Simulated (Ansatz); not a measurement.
**AlClO (triplet): from Hartree-Fock to the top rungs, def2-QZVPP**

One table from this session's results is given with a row withheld; the runs are named, their logs left out.

Program: Ansatz 0.2.0, Gaussian basis. Level of theory: def2-QZVPP, core rule «outside noble gas», up to 11 orbitals frozen. These are calculated values, not measurements.

Plan: UHF; ROHF; CCSD(T) on UHF.

5 further runs of the same task are left out: 1 that didn't finish, 4 set aside as unsound or not needed.

## What is computed

The geometry is a PBE0/def2-TZVP stationary point (not a proven minimum).

3 atoms, charge 0, spin multiplicity 3.

Atoms are counted from 1 here; the program's logs count them from 0.

Bond lengths: Al1–O2 1.750 Å, Al1–Cl3 2.102 Å. Angles: O2–Al1–Cl3 112.3°.

The first run:

Contents of in.yaml:

```yaml
crystal:
  periodic: [false, false, false]
  atoms:
    - {symbol: Al, position_ang: [0.000000, -0.618067, 0.625527]}
    - {symbol: O, position_ang: [0.000000, 0.622582, 1.860209]}
    - {symbol: Cl, position_ang: [0.000000, 0.189419, -1.315542]}
basis:
  gaussian: {orbitals: "def2-QZVPP.json"}
magnetization: {spin_polarized: true, initial_magnetization: 2}
hamiltonian: {xc: hf}
output: {orbitals: {seedname: orbitals}}
```

Started as:

```console
> ansatz run in.yaml --threads 1 --pin off --events-out ev --progress --plain --max-ram 2393MiB
```

Among the steps run: UHF; ROHF; CCSD(T) on UHF.

One of the session's tables, all rows but one given; the rest of the session is left out.

It belongs to the step «Misses and costs». 

| method | from UCCSD(T) (kcal/mol) |
| --- | --- |
| ROHF | +322.66 |
| UHF | +319.09 |
| UMP2 | ? |
| UCCSD | +12.84 |
| UCCSD(T) | 0 |

Q: Estimate the row for UMP2 from the others.

The run gave: from UCCSD(T) (kcal/mol): +29.62. In the column «from UCCSD(T) (kcal/mol)» it lies between UCCSD (+12.84) and UHF (+319.09).
